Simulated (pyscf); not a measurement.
Optimised with ωB97X-D3(BJ)/def2-SVP in PySCF. Correlated levels are frozen-core, on RHF or UHF. ΔMP2 is the change of the MP2 total energy from the triple- to the quadruple-zeta basis.

For the elementary gas-phase step SeH• + water (H₂O) → HO–SeH + H atom (H•) (doublet surface; H–O broken, O–Se formed), what barrier and reaction energy does CCSD(T)/def2-TZVPP + ΔMP2(QZVPP) give, measured from the separated reactants?

ΔE‡ = 2.80 eV, ΔE = +2.48 eV. Zero-point energy shifts the barrier by -0.13 eV. It is a substitution at O, with an imaginary mode of 1247i cm⁻¹. This is the saddle that the search found; another between the same sides may lie lower. The angle at the attacked O is 154°. The CCSD(T) − MP2 part came from Ansatz, without density fitting, on the same reference. The frozen core leaves the outer d or s,p core shells of the metals and heavy elements correlated in the MP2 and CC values, and def2-TZVPP describes them poorly, which can shift differences by a few kcal/mol. Left out: the spin-orbit lowering of SeH, which is large for Br, Se, Te and I. Elements up to Kr have no core potential and no relativistic terms here.
